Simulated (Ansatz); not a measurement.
# PH₂ (doublet): the correlation ladder, cc-pV(D+d)Z

One table from this session's results is given with a row withheld; the runs are named, their logs left out.

Computed with Ansatz 0.2.0, Gaussian basis. Level: cc-pV(D+d)Z, core rule «outside noble gas», up to 5 orbitals frozen.

To be run: UHF; CCSD(T) on ROHF; CCSD(T) on UHF; CCSDT(Q) on UHF; CCSDTQ on UHF; Full CI.

## The geometry

The geometry is an MP2(full)/6-31G* stationary point (not a proven minimum).

3 atoms, charge 0, spin multiplicity 2.

Atoms are counted from 1 here; the program's logs count them from 0.

Bond lengths: P1–H2 1.419 Å, P1–H3 1.419 Å. Angles: H2–P1–H3 92.6°.

Set-up of the first run:

File in.yaml:

```yaml
crystal:
  periodic: [false, false, false]
  atoms:
    - {symbol: P, position_ang: [0.000000, 0.000000, 0.059937]}
    - {symbol: H, position_ang: [0.000000, 1.025642, -0.920927]}
    - {symbol: H, position_ang: [0.000000, -1.025642, -0.920927]}
basis:
  gaussian: {orbitals: "cc-pV(D+d)Z.json"}
magnetization: {spin_polarized: true, initial_magnetization: 1}
hamiltonian: {xc: hf}
output: {orbitals: {seedname: orbitals}}
```

On the command line:

```bash
ansatz run in.yaml --threads 1 --pin off --events-out ev --progress --plain --max-ram 3956MiB --backend cpu
```

Among the steps run: UHF; CCSD(T) on ROHF; CCSD(T) on UHF; CCSDT(Q) on UHF; CCSDTQ on UHF; Full CI.

One of the session's tables, all rows but one given; the rest of the session is left out.

| method | from FCI (meV) |
| --- | --- |
| ROHF | +3890.5 |
| UHF | +3762.6 |
| RMP2 | +818.3 |
| UMP2 | +829.8 |
| RCCSD | +103.3 |
| UCCSD | +100.2 |
| RCCSD(T) | +20.9 |
| UCCSD(T) | +20.6 |
| UCCSDT | ? |
| UCCSDT(Q) | +0.3 |
| UCCSDTQ | -0.2 |
| FCI | 0 |

**Question.** Estimate the row for UCCSDT.

As computed: from FCI (meV): +3.5. In the column «from FCI (meV)» it lies between UCCSDT(Q) (+0.3) and UCCSD(T) (+20.6).

Caveats from the session: Levels on UHF freeze UHF's core orbitals, full CI those of ROHF, so the U rows can settle a little off it for that reason alone. Restricted and unrestricted rows rest on different reference determinants; where their highest levels disagree by more than a few hundredths of an eV, they describe different states and don't form one ladder.
